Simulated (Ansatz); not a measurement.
in.yaml

```yaml
crystal:
  periodic: [false, false, false]
  atoms:
    - {symbol: Cl, position_ang: [0.000000, -0.182593, 1.317915]}
    - {symbol: Si, position_ang: [0.000000, 0.559430, -0.589798]}
    - {symbol: O, position_ang: [0.000000, -0.577421, -1.885025]}
basis:
  gaussian: {orbitals: cc-pVTZ}
total_charge: 1
magnetization: {spin_polarized: true, initial_magnetization: 2}
hamiltonian: {xc: {name: B3LYP}}
```

```sh
$ ansatz run in.yaml --threads 2 --pin off --events-out ev --progress --plain --max-ram 23808MiB --backend cuda --devices 0, --max-vram 18GiB
```

Q: Roughly how long does this take on 2 threads of AMD EPYC 7R13 with a shared H100 80 GB, shared host, and how much host memory?

A: 1.4 s wall and 0.79 GiB.

```
739 factors; their error is unknown
mean field evaluation 1: about -22412.9283 eV, gradient 7.6e1 eV
mean field evaluation 2: about -22181.9771 eV, gradient 1.5e2 eV
mean field evaluation 4: about -22430.2928 eV, gradient 3.9e1 eV
mean field evaluation 8: about -22438.8109 eV, gradient 1.8e0 eV
mean field evaluation 16: about -22438.9097 eV, gradient 2.3e-3 eV
mean field evaluation 32: about -22438.7155 eV, gradient 5.2e0 eV
mean field -22438.90968468 eV, -824.6147212729 hartree, gradient 9.0e-6 eV, S^2 2.008683; 1 other end points of the search recorded, 0 dependent functions left out
reference -22438.90987514 eV, -824.6147282720 hartree; 20, 18 occupied and 78, 80 virtual orbitals, 739 factors
Total energy: -22438.90987514 eV, -824.6147282720 hartree
```
